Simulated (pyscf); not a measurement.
# Multi-bond step: `[CH4]` + `[BH2][OH]` → `[CH3][BH][OH]` + `[H][H]`

Gas phase, singlet surface, charge 0. Bonds broken: C1–H3, C1–H9, B2–H6. Bonds formed: C1–B2, C1–H6, H3–H9. Optimised with ωB97X-D3(BJ)/def2-SVP in PySCF.

Transition state (Å):

```xyz
10

C     -0.6873    -0.6205    -0.1776
B     -0.5214     0.9598     0.0234
H     -0.7446    -1.3846    -1.5565
H     -1.6803    -1.0342     0.0399
H      0.1616    -1.2494     0.1163
H     -0.5383     0.6116     1.2592
H      0.5962     1.3886    -0.2596
O     -1.6626     1.6839    -0.4554
H     -0.6557    -0.5558    -1.5601
H     -1.4874     2.6278    -0.4493
```

One imaginary mode, 1143i cm⁻¹; descent along it reached the two sides named.

```json
[
 {"bond": "C1–H3", "change": "breaks", "reactant side (Å)": "1.099", "saddle": "1.578", "product side": "4.2"},
 {"bond": "C1–H9", "change": "breaks", "reactant side (Å)": "1.100", "saddle": "1.384", "product side": "3.7"},
 {"bond": "B2–H6", "change": "breaks", "reactant side (Å)": "1.209", "saddle": "1.284", "product side": "2.202"},
 {"bond": "C1–B2", "change": "forms", "reactant side (Å)": "3.4", "saddle": "1.602", "product side": "1.572"},
 {"bond": "C1–H6", "change": "forms", "reactant side (Å)": "3.7", "saddle": "1.899", "product side": "1.106"},
 {"bond": "H3–H9", "change": "forms", "reactant side (Å)": "1.796", "saddle": "0.834", "product side": "0.761"}
]
```

Electronic energies relative to the separated reactants (kJ/mol):

```
level                   barrier  reaction energy  reverse barrier
----------------------  -------  ---------------  ---------------
ωB97X-D3(BJ)/def2-TZVP    352.3            +17.0            335.2
PBE/def2-TZVP             308.2            +15.1            293.1
r²SCAN/def2-TZVP          321.2            +13.6            307.6
B3LYP-D3(BJ)/def2-TZVP    341.5            +19.1            322.4
PBE0-D3(BJ)/def2-TZVP     325.3            +15.3            310.0
M06-2X/def2-TZVP          348.7            +15.1            333.6
ωB97M-D3(BJ)/def2-TZVP    347.3            +17.6            329.8
HF/def2-TZVP              423.5            +37.3            386.3
```

With ωB97M-D3(BJ)/def2-TZVP energies and thermal terms (ideal gas, 1 atm, RRHO with modes under 100 cm⁻¹ raised to 100, one conformer, R ln 2 for chiral ones without a mode under 150 cm⁻¹), in kJ/mol:

```tsv
T (K)	ΔH‡	ΔG‡	ΔH	ΔG
298	330.4	369.5	+3.8	+8.1
600	334.1	408.0	+9.5	+10.2
900	339.4	443.8	+14.3	+9.5
1200	344.4	477.8	+17.8	+7.3
```

This saddle turned up in a search for another step; its sides and bond changes are read from the two ends of the descent. The same reactants have a lower exit, to H₂B–CH₃ + H₂O (barrier +213.2 kJ/mol at ωB97M-D3(BJ)/def2-TZVP, against +347.3 kJ/mol here). Another saddle between the same species, by other bonds, lies lower (188.2 kJ/mol against 347.3 kJ/mol at ωB97M-D3(BJ)/def2-TZVP).
